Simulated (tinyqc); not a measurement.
Worked calculation (part 1 of 2): RKS/PBE in the sto-6g basis, for H2O, spin multiplicity 1. Computed by tinyqc, a small Python program that keeps every step (integrals from PySCF). Settings: charge = 0, multiplicity = 1, basis = sto-6g, energy threshold = 1e-08, iteration cap = 82, orthogonalisation = symmetric, start = core, DIIS depth = 3, method = RKS, functional = pbe,pbe, grid = [40, 14]. Command: `OMP_NUM_THREADS=1 python tinyqc.py 28109 28110 out.jsonl` (the two numbers bound the seeds that draw the settings). One thread of a shared host (Intel(R) Xeon(R) Processor @ 2.60GHz), about 1 s of CPU time with the checks. Later iterations appear only in the table of the cycle.

## One-electron integrals

Geometry (angstrom):
```
atom         x          y         z
O     0.000000   0.000000  0.000000
H     0.000000   0.817000  0.534000
H     0.000000  -0.817000  0.534000
```

Basis sto-6g: exponents (1/bohr^2) and contraction coefficients of normalised primitives:
```
element  l (shell)     exponent  coefficient
O            s (1)  1355.584234     0.009164
O            s (1)   248.544885     0.049361
O            s (1)    69.533902     0.168538
O            s (1)    23.886772     0.370563
O            s (1)     9.275933     0.416492
O            s (1)     3.820341     0.130334
O            s (2)    52.187762    -0.013253
O            s (2)    10.329320    -0.046992
O            s (2)     3.210345    -0.033785
O            s (2)     1.235135     0.250242
O            s (2)     0.536420     0.595117
O            s (2)     0.245881     0.240706
O            p (3)    52.187762     0.003760
O            p (3)    10.329320     0.037679
O            p (3)     3.210345     0.173897
O            p (3)     1.235135     0.418036
O            p (3)     0.536420     0.425860
O            p (3)     0.245881     0.101708
H            s (1)    35.523221     0.009164
H            s (1)     6.513144     0.049361
H            s (1)     1.822143     0.168538
H            s (1)     0.625955     0.370563
H            s (1)     0.243077     0.416492
H            s (1)     0.100112     0.130334
```

Overlap, kinetic and nuclear-attraction integrals over the contracted functions; the nuclear repulsion is the sum of Za Zb / Rab.

nuclear repulsion = 8.99857594 hartree

overlap S:
```
           1O 1s     1O 2s    1O 2px     1O 2py    1O 2pz     2H 1s      3H 1s
1O 1s   1.000000  0.231145  0.000000   0.000000  0.000000  0.053087   0.053087
1O 2s   0.231145  1.000000  0.000000   0.000000  0.000000  0.464544   0.464544
1O 2px  0.000000  0.000000  1.000000   0.000000  0.000000  0.000000   0.000000
1O 2py  0.000000  0.000000  0.000000   1.000000  0.000000  0.323189  -0.323189
1O 2pz  0.000000  0.000000  0.000000   0.000000  1.000000  0.211239   0.211239
2H 1s   0.053087  0.464544  0.000000   0.323189  0.211239  1.000000   0.211163
3H 1s   0.053087  0.464544  0.000000  -0.323189  0.211239  0.211163   1.000000
```

kinetic energy T (hartree):
```
            1O 1s      1O 2s    1O 2px     1O 2py    1O 2pz      2H 1s      3H 1s
1O 1s   29.327197  -0.896024  0.000000   0.000000  0.000000  -0.003094  -0.003094
1O 2s   -0.896024   0.842618  0.000000   0.000000  0.000000   0.119028   0.119028
1O 2px   0.000000   0.000000  2.531309   0.000000  0.000000   0.000000   0.000000
1O 2py   0.000000   0.000000  0.000000   2.531309  0.000000   0.224083  -0.224083
1O 2pz   0.000000   0.000000  0.000000   0.000000  2.531309   0.146463   0.146463
2H 1s   -0.003094   0.119028  0.000000   0.224083  0.146463   0.768522  -0.000921
3H 1s   -0.003094   0.119028  0.000000  -0.224083  0.146463  -0.000921   0.768522
```

nuclear attraction V (hartree):
```
             1O 1s       1O 2s     1O 2px      1O 2py      1O 2pz      2H 1s      3H 1s
1O 1s   -62.342655   -6.401921   0.000000    0.000000   -0.017284  -1.684494  -1.684494
1O 2s    -6.401921  -10.071673   0.000000    0.000000   -0.193607  -3.729408  -3.729408
1O 2px    0.000000    0.000000  -9.991157    0.000000    0.000000   0.000000   0.000000
1O 2py    0.000000    0.000000   0.000000  -10.159547    0.000000  -2.318999   2.318999
1O 2pz   -0.017284   -0.193607   0.000000    0.000000  -10.063094  -1.572672  -1.572672
2H 1s    -1.684494   -3.729408   0.000000   -2.318999   -1.572672  -5.753015  -1.358198
3H 1s    -1.684494   -3.729408   0.000000    2.318999   -1.572672  -1.358198  -5.753015
```

core Hamiltonian H = T + V (hartree):
```
             1O 1s      1O 2s     1O 2px     1O 2py     1O 2pz      2H 1s      3H 1s
1O 1s   -33.015458  -7.297945   0.000000   0.000000  -0.017284  -1.687588  -1.687588
1O 2s    -7.297945  -9.229055   0.000000   0.000000  -0.193607  -3.610379  -3.610379
1O 2px    0.000000   0.000000  -7.459848   0.000000   0.000000   0.000000   0.000000
1O 2py    0.000000   0.000000   0.000000  -7.628238   0.000000  -2.094916   2.094916
1O 2pz   -0.017284  -0.193607   0.000000   0.000000  -7.531786  -1.426208  -1.426208
2H 1s    -1.687588  -3.610379   0.000000  -2.094916  -1.426208  -4.984493  -1.359118
3H 1s    -1.687588  -3.610379   0.000000   2.094916  -1.426208  -1.359118  -4.984493
```

## Two-electron integrals

Functions are numbered as in S; the eight-fold symmetry (ij|kl) = (ji|kl) = (kl|ij) leaves the list below.

Two-electron integrals (ij|kl) in chemists' order, unique and non-zero (hartree):
```
(11|11) 4.787491    (21|11) 0.675884    (21|21) 0.121505    (22|11) 1.117379
(22|21) 0.249212    (22|22) 0.817383    (31|31) 0.025762    (32|31) 0.039145
(32|32) 0.180664    (33|11) 1.117381    (33|21) 0.249212    (33|22) 0.817382
(33|33) 0.880663    (41|41) 0.025762    (42|41) 0.039145    (42|42) 0.180664
(43|43) 0.047461    (44|11) 1.117381    (44|21) 0.249212    (44|22) 0.817382
(44|33) 0.785741    (44|44) 0.880663    (51|51) 0.025762    (52|51) 0.039145
(52|52) 0.180664    (53|53) 0.047461    (54|54) 0.047461    (55|11) 1.117381
(55|21) 0.249212    (55|22) 0.817382    (55|33) 0.785741    (55|44) 0.785741
(55|55) 0.880663    (61|11) 0.165687    (61|21) 0.028540    (61|22) 0.057226
(61|33) 0.057102    (61|41) 0.001166    (61|42) 0.002274    (61|44) 0.057363
(61|51) 0.000762    (61|52) 0.001486    (61|54) 0.000170    (61|55) 0.057214
(61|61) 0.006833    (62|11) 0.390758    (62|21) 0.088312    (62|22) 0.319216
(62|33) 0.314003    (62|41) 0.005896    (62|42) 0.042922    (62|44) 0.324960
(62|51) 0.003854    (62|52) 0.028054    (62|54) 0.007161    (62|55) 0.318684
(62|61) 0.020837    (62|62) 0.153051    (63|31) 0.009966    (63|32) 0.055577
(63|43) 0.008919    (63|53) 0.005830    (63|63) 0.022037    (64|11) 0.231344
(64|21) 0.053042    (64|22) 0.204510    (64|33) 0.195213    (64|41) 0.013102
(64|42) 0.081771    (64|44) 0.220094    (64|51) 0.002050    (64|52) 0.017120
(64|54) 0.010433    (64|55) 0.198222    (64|61) 0.013109    (64|62) 0.119248
(64|64) 0.114031    (65|11) 0.151209    (65|21) 0.034669    (65|22) 0.133670
(65|33) 0.127593    (65|41) 0.002050    (65|42) 0.017120    (65|44) 0.132197
(65|51) 0.011305    (65|52) 0.066767    (65|54) 0.011928    (65|55) 0.141219
(65|61) 0.008568    (65|62) 0.077942    (65|64) 0.060128    (65|65) 0.061338
(66|11) 0.523106    (66|21) 0.120415    (66|22) 0.496435    (66|33) 0.476425
(66|41) 0.010757    (66|42) 0.105871    (66|44) 0.518485    (66|51) 0.007031
(66|52) 0.069198    (66|54) 0.027491    (66|55) 0.494393    (66|61) 0.028734
(66|62) 0.296894    (66|64) 0.264377    (66|65) 0.172800    (66|66) 0.774999
(71|11) 0.165687    (71|21) 0.028540    (71|22) 0.057226    (71|33) 0.057102
(71|41) -0.001166   (71|42) -0.002274   (71|44) 0.057363    (71|51) 0.000762
(71|52) 0.001486    (71|54) -0.000170   (71|55) 0.057214    (71|61) 0.006719
(71|62) 0.020064    (71|64) 0.011467    (71|65) 0.008247    (71|66) 0.027237
(71|71) 0.006833    (72|11) 0.390758    (72|21) 0.088312    (72|22) 0.319216
(72|33) 0.314003    (72|41) -0.005896   (72|42) -0.042922   (72|44) 0.324960
(72|51) 0.003854    (72|52) 0.028054    (72|54) -0.007161   (72|55) 0.318684
(72|61) 0.020064    (72|62) 0.122477    (72|64) 0.065882    (72|65) 0.060503
(72|66) 0.193362    (72|71) 0.020837    (72|72) 0.153051    (73|31) 0.009966
(73|32) 0.055577    (73|43) -0.008919   (73|53) 0.005830    (73|63) 0.017021
(73|73) 0.022037    (74|11) -0.231344   (74|21) -0.053042   (74|22) -0.204510
(74|33) -0.195213   (74|41) 0.013102    (74|42) 0.081771    (74|44) -0.220094
(74|51) -0.002050   (74|52) -0.017120   (74|54) 0.010433    (74|55) -0.198222
(74|61) -0.011467   (74|62) -0.065882   (74|64) -0.018949   (74|65) -0.031816
(74|66) -0.092435   (74|71) -0.013109   (74|72) -0.119248   (74|74) 0.114031
(75|11) 0.151209    (75|21) 0.034669    (75|22) 0.133670    (75|33) 0.127593
(75|41) -0.002050   (75|42) -0.017120   (75|44) 0.132197    (75|51) 0.011305
(75|52) 0.066767    (75|54) -0.011928   (75|55) 0.141219    (75|61) 0.008247
(75|62) 0.060503    (75|64) 0.031816    (75|65) 0.046435    (75|66) 0.104492
(75|71) 0.008568    (75|72) 0.077942    (75|74) -0.060128   (75|75) 0.061338
(76|11) 0.136569    (76|21) 0.031120    (76|22) 0.120481    (76|33) 0.118033
(76|44) 0.120677    (76|51) 0.002217    (76|52) 0.018608    (76|55) 0.122731
(76|61) 0.007243    (76|62) 0.055841    (76|64) 0.037592    (76|65) 0.031990
(76|66) 0.108760    (76|71) 0.007243    (76|72) 0.055841    (76|74) -0.037592
(76|75) 0.031990    (76|76) 0.024520    (77|11) 0.523106    (77|21) 0.120415
(77|22) 0.496435    (77|33) 0.476425    (77|41) -0.010757   (77|42) -0.105871
(77|44) 0.518485    (77|51) 0.007031    (77|52) 0.069198    (77|54) -0.027491
(77|55) 0.494393    (77|61) 0.027237    (77|62) 0.193362    (77|64) 0.092435
(77|65) 0.104492    (77|66) 0.319783    (77|71) 0.028734    (77|72) 0.296894
(77|74) -0.264377   (77|75) 0.172800    (77|76) 0.108760    (77|77) 0.774999
```

## Orthogonalisation

S = U s U^T; symmetric (Loewdin) form X = U s^(-1/2) U^T, so that X^T S X = 1.

eigenvalues of S: 0.356138  0.425324  0.895506  1.000000  1.080637  1.363512  1.878881

X:
```
            1O 1s      1O 2s    1O 2px     1O 2py     1O 2pz      2H 1s      3H 1s
1O 1s    1.022802  -0.138112  0.000000   0.000000  -0.008225   0.019934   0.019934
1O 2s   -0.138112   1.236006  0.000000   0.000000   0.096009  -0.289722  -0.289722
1O 2px   0.000000   0.000000  1.000000   0.000000   0.000000   0.000000   0.000000
1O 2py   0.000000   0.000000  0.000000   1.118683   0.000000  -0.233199   0.233199
1O 2pz  -0.008225   0.096009  0.000000   0.000000   1.042846  -0.129697  -0.129697
2H 1s    0.019934  -0.289722  0.000000  -0.233199  -0.129697   1.196658  -0.074392
3H 1s    0.019934  -0.289722  0.000000   0.233199  -0.129697  -0.074392   1.196658
```

## Starting guess

The start is the orbitals of the core Hamiltonian; D = 2 C_occ C_occ^T.

D at the start:
```
            1O 1s      1O 2s    1O 2px     1O 2py     1O 2pz      2H 1s      3H 1s
1O 1s    2.127637  -0.591721  0.000000   0.000000  -0.048555   0.088761   0.088761
1O 2s   -0.591721   2.725819  0.000000   0.000000   0.307381  -0.395524  -0.395524
1O 2px   0.000000   0.000000  2.000000   0.000000   0.000000   0.000000   0.000000
1O 2py   0.000000   0.000000  0.000000   2.412754   0.000000  -0.400358   0.400358
1O 2pz  -0.048555   0.307381  0.000000   0.000000   2.150153  -0.225351  -0.225351
2H 1s    0.088761  -0.395524  0.000000  -0.400358  -0.225351   0.139278   0.006412
3H 1s    0.088761  -0.395524  0.000000   0.400358  -0.225351   0.006412   0.139278
```

## Iteration 1: exchange-correlation on the grid

Becke grid with 40 radial and 14 angular points per atom, points of zero weight dropped. rho = sum D_ij phi_i phi_j; V_xc,ij = sum w v_xc phi_i phi_j plus the gradient terms; v_xc is d(rho eps)/d rho at fixed gradient.

The 16 grid points with the largest w rho, of 1670 (bohr, atomic units):
```
x                  y          z         w       rho  |grad rho|^2     eps_xc       v_xc
-0.561413  -0.561413  -0.561413  0.132365  0.611431      2.268062  -0.701674  -0.890848
0.561413    0.561413  -0.561413  0.132365  0.611431      2.268062  -0.701674  -0.890848
-0.561413   0.561413  -0.561413  0.132365  0.611431      2.268062  -0.701674  -0.890848
0.561413   -0.561413  -0.561413  0.132365  0.611431      2.268062  -0.701674  -0.890848
0.652052    0.652052  -0.652052  0.198158  0.405814      1.241780  -0.623540  -0.770127
-0.652052  -0.652052  -0.652052  0.198158  0.405814      1.241780  -0.623540  -0.770127
0.652052   -0.652052  -0.652052  0.198158  0.405814      1.241780  -0.623540  -0.770127
-0.652052   0.652052  -0.652052  0.198158  0.405814      1.241780  -0.623540  -0.770127
0.000000    0.000000   0.972395  0.114478  0.649088      2.858380  -0.715988  -0.905432
0.480056    0.480056  -0.480056  0.086774  0.843923      3.115080  -0.771549  -0.997550
-0.480056  -0.480056  -0.480056  0.086774  0.843923      3.115080  -0.771549  -0.997550
0.480056   -0.480056  -0.480056  0.086774  0.843923      3.115080  -0.771549  -0.997550
-0.480056   0.480056  -0.480056  0.086774  0.843923      3.115080  -0.771549  -0.997550
0.480056    0.480056   0.480056  0.082793  0.881284      3.912803  -0.782968  -1.009116
-0.480056  -0.480056   0.480056  0.082793  0.881284      3.912803  -0.782968  -1.009116
-0.480056   0.480056   0.480056  0.082793  0.881284      3.912803  -0.782968  -1.009116
```

electrons on the grid, sum of w rho = 9.956984

E_xc = sum of w rho eps_xc = -10.32692984 hartree

V_xc (hartree):
```
            1O 1s      1O 2s     1O 2px     1O 2py     1O 2pz      2H 1s      3H 1s
1O 1s   -3.114021  -0.386713   0.000000   0.000000  -0.001234  -0.098212  -0.098212
1O 2s   -0.386713  -0.844739   0.000000   0.000000  -0.000459  -0.286082  -0.286082
1O 2px   0.000000   0.000000  -0.841055   0.000000   0.000000   0.000000   0.000000
1O 2py   0.000000   0.000000   0.000000  -0.841352   0.000000  -0.166228   0.166228
1O 2pz  -0.001234  -0.000459   0.000000   0.000000  -0.851432  -0.110290  -0.110290
2H 1s   -0.098212  -0.286082   0.000000  -0.166228  -0.110290  -0.304716  -0.092417
3H 1s   -0.098212  -0.286082   0.000000   0.166228  -0.110290  -0.092417  -0.304716
```

## Iteration 1: building the Kohn-Sham matrix

J_ij = sum D_kl (ij|kl); F = H + J + V_xc; E = tr D H + tr D J / 2 + E_xc + E_nn.

Coulomb J (hartree):
```
            1O 1s      1O 2s    1O 2px     1O 2py     1O 2pz     2H 1s      3H 1s
1O 1s   18.846512   3.397271  0.000000   0.000000   0.004250  0.801883   0.801883
1O 2s    3.397271   8.882008  0.000000   0.000000  -0.004680  3.358819   3.358819
1O 2px   0.000000   0.000000  8.887159   0.000000   0.000000  0.000000   0.000000
1O 2py   0.000000   0.000000  0.000000   8.876850   0.000000  2.105067  -2.105067
1O 2pz   0.004250  -0.004680  0.000000   0.000000   8.882010  1.373089   1.373089
2H 1s    0.801883   3.358819  0.000000   2.105067   1.373089  4.997687   1.240294
3H 1s    0.801883   3.358819  0.000000  -2.105067   1.373089  1.240294   4.997687
```

Kohn-Sham matrix F (hartree):
```
             1O 1s      1O 2s    1O 2px     1O 2py     1O 2pz      2H 1s      3H 1s
1O 1s   -17.282967  -4.287387  0.000000   0.000000  -0.014268  -0.983917  -0.983917
1O 2s    -4.287387  -1.191786  0.000000   0.000000  -0.198746  -0.537642  -0.537642
1O 2px    0.000000   0.000000  0.586255   0.000000   0.000000   0.000000   0.000000
1O 2py    0.000000   0.000000  0.000000   0.407260   0.000000  -0.156076   0.156076
1O 2pz   -0.014268  -0.198746  0.000000   0.000000   0.498792  -0.163409  -0.163409
2H 1s    -0.983917  -0.537642  0.000000  -0.156076  -0.163409  -0.291521  -0.211241
3H 1s    -0.983917  -0.537642  0.000000   0.156076  -0.163409  -0.211241  -0.291521
```

total energy of this density = -74.20998453 hartree

## Iteration 1: diagonalisation and new density

Diagonalise F' = X^T F X, C = X C', fill 5 alpha and 5 beta electrons from the bottom; D = 2 C_occ C_occ^T. Each column has its largest component positive (the first on a tie).

F' = X^T F X (hartree):
```
            1          2         3          4          5          6          7
1  -16.966355  -2.330719  0.000000   0.000000  -0.019903  -0.168915  -0.168915
2   -2.330719  -0.182381  0.000000   0.000000  -0.039249  -0.310520  -0.310520
3    0.000000   0.000000  0.586255   0.000000   0.000000   0.000000   0.000000
4    0.000000   0.000000  0.000000   0.663801   0.000000  -0.321349   0.321349
5   -0.019903  -0.039249  0.000000   0.000000   0.591587  -0.195420  -0.195420
6   -0.168915  -0.310520  0.000000  -0.321349  -0.195420   0.022529  -0.077117
7   -0.168915  -0.310520  0.000000   0.321349  -0.195420  -0.077117   0.022529
```

orbital energies (hartree): MO1 -17.289136, MO2 -0.427431, MO3 -0.153159, MO4 0.383426, MO5 0.586255, MO6 0.721404, MO7 0.916605

coefficients C:
```
              MO1        MO2        MO3        MO4       MO5        MO6        MO7
1O 1s    0.994995  -0.152222   0.000000  -0.214925  0.000000  -0.081738   0.000000
1O 2s    0.023665   0.416969   0.000000   1.105844  0.000000   0.571461   0.000000
1O 2px   0.000000   0.000000   0.000000   0.000000  1.000000   0.000000   0.000000
1O 2py   0.000000   0.000000   0.255617   0.000000  0.000000   0.000000   1.137926
1O 2pz   0.003434   0.154231   0.000000  -0.310756  0.000000   1.005031   0.000000
2H 1s   -0.006046   0.425017   0.672059  -0.516698  0.000000  -0.532209  -0.640704
3H 1s   -0.006046   0.425017  -0.672059  -0.516698  0.000000  -0.532209   0.640704
```

D after iteration 1:
```
            1O 1s      1O 2s    1O 2px     1O 2py     1O 2pz      2H 1s      3H 1s
1O 1s    2.118759  -0.555198  0.000000   0.000000   0.093458   0.080676   0.080676
1O 2s   -0.555198   2.794628  0.000000   0.000000  -0.558514  -0.788622  -0.788622
1O 2px   0.000000   0.000000  2.000000   0.000000   0.000000   0.000000   0.000000
1O 2py   0.000000   0.000000  0.000000   0.130680   0.000000   0.343580  -0.343580
1O 2pz   0.093458  -0.558514  0.000000   0.000000   0.240737   0.452195   0.452195
2H 1s    0.080676  -0.788622  0.000000   0.343580   0.452195   1.798632  -0.008023
3H 1s    0.080676  -0.788622  0.000000  -0.343580   0.452195  -0.008023   1.798632
```

## Iteration 2: exchange-correlation on the grid

As before.

The 16 grid points with the largest w rho, of 1670 (bohr, atomic units):
```
x                  y          z         w       rho  |grad rho|^2     eps_xc       v_xc
0.972395    0.000000   0.000000  0.117789  0.600054      2.192385  -0.697723  -0.885228
-0.972395   0.000000   0.000000  0.117789  0.600054      2.192385  -0.697723  -0.885228
1.129387    0.000000   0.000000  0.176600  0.398285      1.198222  -0.620126  -0.765193
-1.129387   0.000000   0.000000  0.176600  0.398285      1.198222  -0.620126  -0.765193
0.831481    0.000000   0.000000  0.077166  0.828133      3.015446  -0.767086  -0.991365
-0.831481   0.000000   0.000000  0.077166  0.828133      3.015446  -0.767086  -0.991365
-1.303671   0.000000   0.000000  0.260570  0.241593      0.520644  -0.539938  -0.638549
1.303671    0.000000   0.000000  0.260570  0.241593      0.520644  -0.539938  -0.638549
0.561413   -0.561413  -0.561413  0.132365  0.407083      1.111340  -0.622049  -0.775035
-0.561413  -0.561413  -0.561413  0.132365  0.407083      1.111340  -0.622049  -0.775035
-0.561413   0.561413  -0.561413  0.132365  0.407083      1.111340  -0.622049  -0.775035
0.561413    0.561413  -0.561413  0.132365  0.407083      1.111340  -0.622049  -0.775035
0.652052   -0.652052  -0.652052  0.198158  0.270184      0.592462  -0.555063  -0.667641
-0.652052  -0.652052  -0.652052  0.198158  0.270184      0.592462  -0.555063  -0.667641
-0.652052   0.652052  -0.652052  0.198158  0.270184      0.592462  -0.555063  -0.667641
0.652052    0.652052  -0.652052  0.198158  0.270184      0.592462  -0.555063  -0.667641
```

electrons on the grid, sum of w rho = 9.984543

E_xc = sum of w rho eps_xc = -9.05339121 hartree

V_xc (hartree):
```
            1O 1s      1O 2s     1O 2px     1O 2py     1O 2pz      2H 1s      3H 1s
1O 1s   -3.081877  -0.360312   0.000000   0.000000   0.004594  -0.092148  -0.092148
1O 2s   -0.360312  -0.737967   0.000000   0.000000   0.014673  -0.291543  -0.291543
1O 2px   0.000000   0.000000  -0.781401   0.000000   0.000000   0.000000   0.000000
1O 2py   0.000000   0.000000   0.000000  -0.723784   0.000000  -0.197683   0.197683
1O 2pz   0.004594   0.014673   0.000000   0.000000  -0.708550  -0.128290  -0.128290
2H 1s   -0.092148  -0.291543   0.000000  -0.197683  -0.128290  -0.550625  -0.108685
3H 1s   -0.092148  -0.291543   0.000000   0.197683  -0.128290  -0.108685  -0.550625
```
